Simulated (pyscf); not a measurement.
PySCF, gas phase, ωB97X-D3(BJ)/def2-SVP geometries.

Question: `[CH]1=[CH][NH][CH2]1` -> `[CH2]=[NH]` + `[CH]#[CH]`
Surface: singlet. Broken: C–C, C–N. Formed: none. Give ΔE‡ and ΔE from ωB97M-D3(BJ)/def2-TZVP, relative to the reactant's lowest minimum found.

Answer: ΔE‡ = 102.4 kcal/mol, ΔE = +26.0 kcal/mol. Zero-point energy shifts the barrier by -4.7 kcal/mol. It is a cycloreversion, with an imaginary mode of 724i cm⁻¹. cyclic C₃H₅N (SMILES C1=CNC1) lies 41.9 kcal/mol over its isomer H₃C–CH₂–C≡N (electronic energy, ωB97M-D3(BJ)/def2-TZVP). This is the saddle that the search found; another between the same sides may lie lower. One closed-shell reference is unstable to symmetry breaking; treat the single-reference values with care.
